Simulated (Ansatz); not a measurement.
# SiSO (singlet): wave-function methods side by side, cc-pVDZ

One table from this session's results is given with a row withheld; the runs are named, their logs left out.

Method: cc-pVDZ, core rule «outside noble gas», up to 11 orbitals frozen; program: Ansatz 0.2.0, Gaussian basis.

Plan: UHF; CCSD(T) on RHF; BCCD(T) on RHF; CISD; CCSDT(Q) on RHF; CASSCF and MRCISD+Q, 12 electrons in 10 orbitals; CASSCF and NEVPT2, 12 electrons in 10 orbitals.

15 further runs of the same task are left out: 6 for a known fault of the program, 2 that didn't finish, 7 set aside as unsound or not needed.

## What is computed

The geometry is a PBE0/def2-TZVP stationary point (not a proven minimum).

3 atoms, charge 0, spin multiplicity 1.

Atoms are counted from 1 here; the program's logs count them from 0.

Bond lengths: O1–Si2 1.507 Å, Si2–S3 1.915 Å. Angles: O1–Si2–S3 180.0°.

Geometry (Å):

```mol
OSSi
  3D, bonds by distance, orders not assigned

  3  2  0  0  0  0  0  0  0  0999 V2000
    0.0000    0.0000    1.6430 O   0  0
    0.0000    0.0000    0.1360 Si  0  0
    0.0000    0.0000   -1.7790 S   0  0
  1  2  8  0
  2  3  8  0
M  END
```

The first run:

in.yaml

```yaml
crystal:
  periodic: [false, false, false]
  atoms:
    - {symbol: O, position_ang: [0.000000, 0.000000, 1.643000]}
    - {symbol: Si, position_ang: [0.000000, 0.000000, 0.136000]}
    - {symbol: S, position_ang: [0.000000, 0.000000, -1.779000]}
basis:
  gaussian: {orbitals: cc-pVDZ}
magnetization: {spin_polarized: true, initial_magnetization: 0}
hamiltonian: {xc: hf}
output: {orbitals: {seedname: orbitals}}
```

Run with:

```bash
ansatz run in.yaml --threads 1 --pin off --events-out ev --progress --plain --max-ram 2393MiB
```

Steps of the session up to this table: UHF; CCSD(T) on RHF; BCCD(T) on RHF; CISD; CCSDT(Q) on RHF; CASSCF and MRCISD+Q, 12 electrons in 10 orbitals; CASSCF and NEVPT2, 12 electrons in 10 orbitals.

One of the session's tables, all rows but one given; the rest of the session is left out.

```
          method  from RCCSDT(Q) (kJ/mol)
             RHF                  +1133.9
            RMP2                    +78.1
            CISD                   +177.1
           RCCSD                    +54.4
        RCCSD(T)                        ?
         BCCD(T)                     +7.9
          RCCSDT                     +6.1
       RCCSDT(Q)                        0
  CASSCF valence                   +786.2
  NEVPT2 valence                   +153.5
  MRCISD valence                    +87.7
MRCISD+Q valence                    +18.0
```

Estimate the missing values for RCCSD(T).

**Answer.** from RCCSDT(Q) (kJ/mol): +8.9. In the column «from RCCSDT(Q) (kJ/mol)» it lies between BCCD(T) (+7.9) and MRCISD+Q valence (+18.0).

With the free atoms at the same levels and basis (separate runs), the atomisation energy is 9.318 eV at RCCSDT(Q), 9.252 eV at RCCSD(T), 5.390 eV at RHF.
